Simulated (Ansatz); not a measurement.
The same path of CH5B + ClH (9 atoms, charge 0, multiplicity 1) was run twice with different band settings. Lost on the way: B1–H2, Cl8–H9. Made: B1–Cl8, H2–H9.

Theory: Ansatz, RKS revPBE-D4/def2-SVP.

Relaxed end points:

```xyz
9
Properties=species:S:1:pos:R:3
B 0.078 -0.117 0.026
H 0.113 -0.362 1.232
C 1.406 -0.055 -0.796
H 1.584 -1.117 -1.101
H 1.331 0.522 -1.739
H 2.302 0.262 -0.227
H -1.020 -0.127 -0.498
Cl -0.136 2.529 0.995
H -0.044 1.390 1.636
```

```xyz
9
Properties=species:S:1:pos:R:3
B 0.018 0.818 -0.697
H 0.119 -0.586 2.756
C 1.396 0.135 -0.975
H 1.397 -0.860 -0.470
H 1.491 -0.098 -2.059
H 2.282 0.705 -0.638
H -1.039 0.342 -1.069
Cl -0.098 2.342 0.201
H 0.047 0.125 2.481
```

Common settings: spring 5.0 eV/Å²; optimiser quadratic models (default); start path through a guess of the saddle point; force threshold 0.03 eV/Å; iteration limit 60; end points relaxed.

| run | movable images | climbing image |
| --- | --- | --- |
| 1 | 7 | yes |
| 2 | 6 | no |

Problem. What does each run give, and how far can it be trusted?

Solution. Run 1: converged after 16 iterations, highest image 0.095 eV above the first end. A vibrational analysis at the climbing image gives one clearly imaginary mode, 417i cm⁻¹: a first-order saddle point.
Run 2: converged after 12 iterations, highest image 0.041 eV above the first end. No image climbed, so the highest image needn't sit at the top of the path.
The orbitals stay closed-shell, which can raise the energy where a bond breaks towards radicals; this wasn't checked here.
